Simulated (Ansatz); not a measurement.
Geometry optimisation, Ansatz 0.2.0, UKS B3LYP-D4/6-31G*.

Input file:

```yaml
crystal:
  periodic: [false, false, false]
  atoms:
    - { symbol: B, position_ang: [0.025448, -0.081985, -0.296873] }
    - { symbol: H, position_ang: [-0.003574, -0.093928, 0.900672] }
    - { symbol: H, position_ang: [1.025657, 0.144133, -0.913177] }
    - { symbol: O, position_ang: [-1.089909, -0.325396, -1.018712] }
    - { symbol: H, position_ang: [-1.872097, -0.501844, -0.475583] }
    - { symbol: Si, position_ang: [-0.008652, 0.005899, 3.565285] }
    - { symbol: H, position_ang: [-0.72967, -1.203762, 4.059256] }
    - { symbol: H, position_ang: [1.413407, -0.02676, 4.013443] }
    - { symbol: H, position_ang: [-0.68201, 1.236943, 4.071388] }
magnetization:
  spin_polarized: true
  initial_magnetization: 1
basis:
  gaussian: { orbitals: "6-31G*" }
hamiltonian:
  xc: b3lyp
  dispersion: d4
relax:
  f_tol: 0.03
  max_steps: 50
```

Launched with:

```bash
$ ansatz run input.yaml --threads 1 --pin off --max-ram 2048MiB --backend cpu --events-out ev --progress --plain --runs-dir out
```

Question: Where does it end, and by what steps?

Answer: The forces met the threshold. The force dipped under the threshold on the way, but the program's further checks kept it going. After 6 steps the energy has fallen by 0.053 eV; H9 moved furthest, 0.41 Å.

| step | energy less start (eV) | largest force component (eV/Å) | accepted |
| --- | --- | --- | --- |
| 0 | 0.0000 | 0.231 | yes |
| 1 | -0.0406 | 0.103 | yes |
| 2 | -0.0485 | 0.133 | yes |
| 3 | -0.0436 | 0.425 | no |
| 4 | -0.0520 | 0.025 | yes |
| 5 | -0.0525 | 0.038 | yes |
| 6 | -0.0528 | 0.029 | yes |

```xyz
9
Properties=species:S:1:pos:R:3
B 0.025 -0.094 -0.642
H 0.073 -0.106 0.559
H 0.983 0.127 -1.322
O -1.137 -0.333 -1.294
H -1.873 -0.505 -0.687
Si -0.013 0.020 3.975
H -0.724 -1.196 4.458
H 1.420 -0.012 4.376
H -0.677 1.252 4.484
```

Time of the run: 18 s on 1 thread of Arm Neoverse V2, on a shared host, peak memory 0.15 GiB.
